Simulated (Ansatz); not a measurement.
**Structure relaxation of Hf3As**

The calculation used Ansatz, DFT r2SCAN, scalar-relativistic, plane waves, PAW.

The start puts Hf3As on the Cu3Au (L1_2) structure type (Pm-3m, No. 221), with As in place of Au, Hf in place of Cu, at a guessed volume.

Input of the last, converged step (default PAW datasets):

```yaml
crystal:
  lattice:
    - [4.2670254463, 0.0, 0.0]
    - [0.0, 4.2670254463, 0.0]
    - [0.0, 0.0, 4.2670254463]
  atoms:
    - { symbol: Hf, position: [0.0, 0.5, 0.5] }
    - { symbol: Hf, position: [0.5, 0.0, 0.5] }
    - { symbol: Hf, position: [0.5, 0.5, 0.0] }
    - { symbol: As, position: [0.0, 0.0, 0.0] }
basis:
  ecutwfc: 500
kpoints:
  mp_grid: { grid: [12, 12, 12] }
hamiltonian:
  xc: r2scan
scf:
  occupations: { method: gaussian, width: 0.1 }
output:
  forces: true
  stress: true
  eigenvalues: true
relax:
  adjacent_minimum: "off"
  f_tol: 0.01
  max_steps: 80
  cell: { stress_tol: 0.05 }
```

Launched as:

```bash
ansatz run input.yaml --threads 1 --pin off --max-ram 2560MiB --backend cpu --events-out ev --progress --plain --runs-dir out
```

The run took 3.2 min on 1 thread of Arm Neoverse V2, on a shared host, peak memory 0.71 GiB.

End of the output:

```
SCF converged after 4 iterations
Free energy (F): -52064.924772 eV
Harris-Foulkes:  -52064.924772 eV  (|F-HF|=1.46e-11)
Internal energy: -52064.902832 eV  (E = F + TS)
E sigma→0 (E₀):  -52064.913802 eV
Entropy (-TS):   -0.021941 eV (-5.485 meV/atom)
Fermi energy:    20.483685 eV
--- Per-component energies (eV) ---
  E_band       = 14.162791
  E_kinetic    = 1386.503625
  E_local      = -16212.875135  (includes V_loc(G=0)·N_el)
  E_nonlocal   = -4414.957111
  E_hartree    = 7849.415882
  E_xc         = -927.318049
  E_vxc        = -969.786566  (∫ρ·V_xc dr)
  E_paw        = -22706.748661  (= ΣΔE_a)
  E_vpaw       = 4477.807029  (= ΣTr[D̂ρ^β])
  E_aug_tail   = -0.000008  (compensation charges beyond the density's cutoff)
  E_vtau       = 48.639801  (kinetic-family band-sum trace: ∫τ·v_τ [+ j·A + Jᵃ·Aᵃ] dr)
  E_ewald      = -17038.430533
  E_core_change = -0.492842  (= ΣΔE_core)
  E_smearing   = -0.021941  (= −TS)
  E_closure    = 0.000000  (closes the sum)
  Σ components = -52064.924772   (vs F -52064.924772, Δ=0.00e0)
--- Forces (eV/Å), atoms counted from 1 ---
  atom   1  Hf     0.00000000     0.00000000     0.00000000
  atom   2  Hf     0.00000000     0.00000000     0.00000000
  atom   3  Hf     0.00000000     0.00000000     0.00000000
  atom   4  As     0.00000000     0.00000000     0.00000000
  max |Σ_I F_I| component: 3.48e-29 eV/Å
--- Stress (GPa, compression-positive) ---
       -0.010482       0.000000       0.000000
        0.000000      -0.010482       0.000000
        0.000000       0.000000      -0.010482
  P = ⅓ Tr σ = -0.0105 GPa (-0.105 kbar)
--- Relaxed structure (3 steps of the walk, 2 accepted, 1 SCFs on fresh bases) ---
  F+E_penalty+E_count = -52064.92477233 eV   max|allowed force component| = 1.561e-29 eV/Å   (the final SCF, on the basis selected at the relaxed cell)
  cell:  # Å, volume = 78.1612 Å³
    - [4.275601, 0.000000, 0.000000]
    - [0.000000, 4.275601, 0.0]
    - [0.000000, 0.0, 4.275601]
  atoms:
    - { symbol: Hf, position: [0.000000, 0.5, 0.5] }
    - { symbol: Hf, position: [0.5, 0.000000, 0.5] }
    - { symbol: Hf, position: [0.5, 0.5, 0.000000] }
    - { symbol: As, position: [0.000000, 0.000000, 0.000000] }
```

Total energies depend on the potentials used, so only differences within one code and one set of settings carry meaning.

The result has space group Pm-3m (No. 221). Hf is coordinated by 4 As at 3.02 Å and 8 Hf at 3.02 Å; As is coordinated by 12 Hf at 3.02 Å.

Against the elements it lies at -0.29 eV/atom. Formation energies are uncorrected and refer to the elements' standard structures at the same level.

The k mesh leaves about 4 meV/atom of noise in metals. Spin–orbit coupling is left out.

A structure relaxed within its symmetry needn't be a true minimum.